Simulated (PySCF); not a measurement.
# BO+: bond curves at several levels of theory

The task here is to estimate one member of a computed series from the others.

The runs use PySCF 2.14.0; B def2-TZVPPD, O def2-TZVPPD, no relativity.

The first run:

A driver script around PySCF takes these settings:

| Item | Value |
| --- | --- |
| atoms | B, O |
| charge | 1 |
| basis | B def2-TZVPPD, O def2-TZVPPD |
| Hamiltonian | no relativity |
| basis functions | 77 |
| electrons treated | 12 |
| masses in u | 11.0093, 15.9949 |
| levels | PBE0, PBE, r²SCAN, BHandHLYP, BLYP, r²SCANh, B97-3, PBEsol, HSE06, HF, MP2, SCS-MP2, CCSD, CCSD(T) |
| grid | 80 radial by 434 angular points |
| occupations | held fixed by the projection of orbital angular momentum |
| dissociation limit | B+ + O, each in its ground configuration |
| starting distance in angstrom | 1.515 |
| values of 2S to try | 0, 2 |

Command:

```console
OMP_NUM_THREADS=1 python dia.py task.json out
```

Steps of the session up to this table: Input; First curve: PBE0; Other states along the same grid; PBE; r²SCAN (meta-GGA); BHandHLYP (global hybrid GGA); BLYP (GGA); r²SCANh; B97-3 (global hybrid GGA); PBEsol (GGA); HSE06; RHF; Correlated methods on the Hartree–Fock reference.

One table of the session follows, with a row left open; its other results are not shown here.

Energy (eV) from each level's lowest point:

```
R (Å)    RHF  RHF-MP2  RHF-SCS-MP2  RHF-CCSD  RHF-CCSD(T)
1.021  1.378    2.341        2.267       n/a          n/a
1.068  0.503    1.217        1.157     0.953        1.133
1.116  0.085    0.526        0.482     0.331        0.456
1.151  0.000    0.222        0.192     0.090        0.169
1.187  0.066    0.057        0.041     0.000        0.027
1.223  0.250    0.000        0.000     0.029        0.000
1.270  0.628    0.051        0.072     0.209        0.101
1.329      ?        ?            ?         ?            ?
1.401  2.014    0.825        0.872     1.158        0.888
1.496  2.914    2.254        2.215       n/a          n/a
```

Q: Estimate the row for R (Å) = 1.329 from the others.

Worked estimate for «RHF». A straight line through the neighbours (1.270, 0.628) and (1.401, 2.014) gives 0.628 + (2.014 − 0.628) × (1.329 − 1.270) / (1.401 − 1.270) = 1.252; a parabola fitted to 4 rows on both sides gives 1.266.

**Answer.** RHF: 1.231; RHF-MP2: 0.275; RHF-SCS-MP2: 0.320; RHF-CCSD: 0.587; RHF-CCSD(T): 0.387. In «RHF» the line misses by +0.021 and the parabola by +0.035.
